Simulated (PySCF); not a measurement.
Gas-phase reaction: H₃SiNH₂ → H₂SiNH + H₂

Method: PySCF energies plus ideal-gas RRHO corrections (1 bar). † marks an energy on the PBE0/def2-TZVP geometry and frequencies. MP2 and CCSD(T) freeze the core. All species are closed-shell singlets. H₃SiNH₂, H₂SiNH: computed as isolated molecules; such fragments, hydroxides, amides, oligomers or adducts are transient or little studied in the gas. MP2 isn't extrapolated to the basis-set limit; its ΔH°(298 K) is 216.6 kJ in def2-SVP and 211.6 kJ in def2-TZVPP. CCSD(T) isn't extrapolated to the basis-set limit; its ΔH°(298 K) is 215.2 kJ in def2-SVP and 213.3 kJ in def2-TZVPP. The harmonic model lacks anharmonicity and excited electronic states, which grow with temperature; levels with a mode under 35 cm⁻¹ are left out. Internal rotation in H₃SiNH₂ is treated as a harmonic vibration of one conformer, which makes the entropy rough. Warning, large T1 diagnostic: H₂SiNH (CCSD(T)/def2-SVP†).

```
level                ΔE electronic, kJ  ΔH°(298 K), kJ  ΔS°(298 K), J/K  ΔG°(600 K), kJ
-------------------  -----------------  --------------  ---------------  --------------
CCSD(T)/def2-SVP†                  237             215              112             147
CCSD(T)/def2-TZVPP†                235             213              112             145
MP2/def2-TZVPP†                    233             212              112             143
PBE0/def2-SVP†                     260             238              112             169
r2SCAN/def2-TZVP†                  235             213              112             145
```
ΔH° is lowest at MP2/def2-TZVPP† and highest at PBE0/def2-SVP†. No reference value is set beside these.
